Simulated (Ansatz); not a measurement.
Correlation energies of FHSi, SMILES `F[SiH]` by basis set

```xyz
3

F    -0.472   -1.116    0.269
Si   -0.516    0.475    0.011
H     0.988    0.640   -0.280
```

Charge 0, multiplicity 1. The geometry is a stationary point of PBE0-D4/def2-TZVP. Frozen core, restricted reference, Ansatz 0.2.0. CBS rows extrapolate triple and quadruple zeta.

```csv
basis,HF (Eh),MP2 corr.
def2-SVP,-388.77236,-0.26723
def2-TZVPP,-389.00939,-0.35250
def2-QZVPP,-389.02343,-0.38488
cc-pV(D+d)Z,-388.95448,-0.26997
cc-pV(T+d)Z,-389.00781,-0.35429
cc-pV(Q+d)Z,-389.02116,-0.38582
```

Question: Estimate the CCSD correlation energy and the (T) correction in each basis where they were run (hartree).

Answer: 
```tsv
basis	CCSD corr.	(T)
def2-SVP	-0.28809	-0.00514
def2-TZVPP	-0.37087	-0.01111
def2-QZVPP	-0.39932	-0.01320
CBS(def2)	-0.42039	-0.01476
cc-pV(D+d)Z	-0.29145	-0.00553
cc-pV(T+d)Z	-0.37209	-0.01131
cc-pV(Q+d)Z	-0.40032	-0.01319
CBS(cc)	-0.42041	-0.01453
```
